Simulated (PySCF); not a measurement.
Beryllium: a sound run and one with changed settings

Sound run: Be [He] 2s2, Be⁺ [He] 2s1. Calculation: PySCF 2.14, in cc-pVTZ; the non-relativistic Hamiltonian (point nucleus). In the sound run the correlated levels freeze 1s2. The sound run starts from symmetry-adapted Hartree-Fock orbitals and uses a fine grid where one is needed.

Changed run: basis STO-3G. This setting is unsound on purpose.

```json
{"species": "Be", "method": "UHF", "sound run (hartree)": "-14.57287", "changed run (hartree)": "-14.35188", "converged": "yes"}
{"species": "Be", "method": "TPSS", "sound run (hartree)": "-14.67075", "changed run (hartree)": "-14.45296", "converged": "yes"}
{"species": "Be", "method": "B3LYP", "sound run (hartree)": "-14.67245", "changed run (hartree)": "-14.45101", "converged": "yes"}
{"species": "Be", "method": "MP2", "sound run (hartree)": "-14.60105", "changed run (hartree)": "-14.37567", "converged": "yes"}
{"species": "Be", "method": "CCSD(T)", "sound run (hartree)": "-14.61843", "changed run (hartree)": "-14.40333", "converged": "yes"}
{"species": "Be⁺", "method": "UHF", "sound run (hartree)": "-14.27724", "changed run (hartree)": "-14.09784", "converged": "yes"}
{"species": "Be⁺", "method": "TPSS", "sound run (hartree)": "-14.33770", "changed run (hartree)": "-14.15698", "converged": "yes"}
{"species": "Be⁺", "method": "B3LYP", "sound run (hartree)": "-14.33765", "changed run (hartree)": "-14.15225", "converged": "yes"}
```

Ionisation energy of Be:

```
 method  sound run (eV)  changed run (eV)
    UHF           8.045             6.913
   TPSS           9.063             8.054
  B3LYP           9.110             8.130
    MP2           8.811             7.560
SCS-MP2           8.965             7.690
   CCSD           9.284             8.313
CCSD(T)           9.284             8.313
  CCSDT           9.284             8.313
    FCI           9.284             8.313
```

A minimal basis cannot let orbitals breathe on ionisation and holds almost no correlation.

For comparison, NIST gives 9.323 eV between the lowest levels.
